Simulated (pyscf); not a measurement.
Single points on ωB97X-D3(BJ)/def2-SVP structures (PySCF, gas phase).

Q: For the elementary gas-phase step H₃C–OH (SMILES CO) + SiH₃• (SMILES [SiH3]) → H₃C–O–SiH₃ (SMILES CO[SiH3]) + H• (SMILES [H]) (doublet surface; H–O broken, O–Si formed), what barrier and reaction energy does ωB97M-D3(BJ)/def2-TZVP give, measured from the separated reactants?

A: ΔE‡ = 20.5 kcal/mol, ΔE = -4.6 kcal/mol. Zero-point energy shifts the barrier by -3.3 kcal/mol. It is a substitution at O, with an imaginary mode of 1796i cm⁻¹. H₃C–O–SiH₃ lies 23.7 kcal/mol over its isomer H₃C–SiH₂–OH (electronic energy, ωB97M-D3(BJ)/def2-TZVP). One saddle was located; it need not be the lowest between these sides. The angle at the attacked O is 128°.
